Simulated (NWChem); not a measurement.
**silicon monoxide (OSi)**

```xyz
2

Si     0.0000     0.0000     0.5539
O      0.0000     0.0000    -0.9694
```
Charge 0, spin multiplicity 1.

Program: NWChem. All single points use one geometry, from PBE0/def2-SVP, a minimum by its harmonic frequencies.

The correlated methods keep 6 core orbitals frozen.

Worked example. A B2PLYP run in 3-21G ends its self-consistent part (53 % exact exchange, 47 % B88, 73 % LYP) at -362.49148 Ha, and second-order perturbation theory on those orbitals gives -0.27309 Ha unscaled.

The perturbative term enters with the weight 0.27: -362.49148 + 0.27·(-0.27309) = -362.56521 Ha is the total energy.
